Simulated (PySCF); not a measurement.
**A rate constant, worked out**

An elementary step of BH4ClO, singlet (BH₂Cl ([BH2][Cl]) + H₂O → BH₃O ([BH2][OH]) + HCl; B–Cl, H–O broken or loosened, B–O, Cl–H formed or tightened). The start structure is the complex of the reactants, bound by 0.56 eV, and the electronic barrier above it is 0.872 eV by CCSD(T) at an estimated basis limit (MP2 extrapolated from triple and quadruple zeta, plus CCSD(T) − MP2 in triple zeta). Program: PySCF 2.14 with density fitting (its default auxiliary sets; JK sets also for MP2 and CCSD(T)). Basis: def2-TZVPP and def2-QZVPP. Cores are frozen in the correlated methods. Extrapolation: Hartree–Fock as exp(−7.88 √X), correlation as X^−2.97. Harmonic wavenumbers (analytic Hessian with the translational sum rule) at PBE0-D4/def2-TZVP (PySCF 2.14 with density fitting (its default auxiliary sets; JK sets also for MP2 and CCSD(T))), in cm⁻¹:

Start: 165, 282, 536, 638, 676, 785, 887, 1061, 1120, 1190, 1647, 2559, 2641, 3753, 3837.

Saddle: 984i, 357, 486, 514, 668, 835, 982, 1068, 1107, 1155, 1244, 1513, 2608, 2723, 3849.

Task: Work out the transition-state-theory rate constant at 600 K from these numbers alone (harmonic vibrations; rotation, path degeneracy and anharmonicity left out), and the Wigner tunnelling factor. Use 1 cm⁻¹ = 1.2398 × 10⁻⁴ eV and k_B = 8.617 × 10⁻⁵ eV/K.

Result: Zero-point energies, half the sums: start 21777/2 cm⁻¹ = 1.3500 eV; saddle, real modes only, 19109/2 cm⁻¹ = 1.1846 eV.
Barrier with zero-point energy: 0.872 + 1.1846 − 1.3500 = 0.7066 eV.
k_BT = 0.05170 eV, so the barrier is 13.67 k_BT.
Vibrational partition functions from the zero-point level, ln q = −Σ ln(1 − exp(−hν/k_BT)): start 3.144, saddle 2.042.
k = (k_BT/h) exp(ln q‡ − ln q) exp(−E0/k_BT), with log₁₀(k_BT/h in s⁻¹) = 13.10: log₁₀ k = 13.10 + (-1.102 − 13.67)/2.3026 = 6.68, so k ≈ 5 × 10^(6) s⁻¹.
Wigner factor: 1 + (hν‡/k_BT)²/24 = 1 + (2.36)²/24 = 1.23. A change of 1 kcal/mol (0.043 eV) in the barrier would change k by a factor of 2.3 at this temperature.

No T1 diagnostic of these runs exceeds 0.013.

The step is the kind of ligand exchange by which a precursor binds to a hydroxyl group, or is hydrolysed, in atomic layer deposition of oxides.

Labels in which every atom is bracketed show which atoms are joined, not bond orders.

For scale, one of the runs: CCSD(T)/def2-TZVPP, 160 basis functions, launched by `OMP_NUM_THREADS=4 python run.py`. The run took 110 s on 4 CPU threads of an Arm Neoverse V2 (shared host), with 1.2 GiB of host memory at its peak.
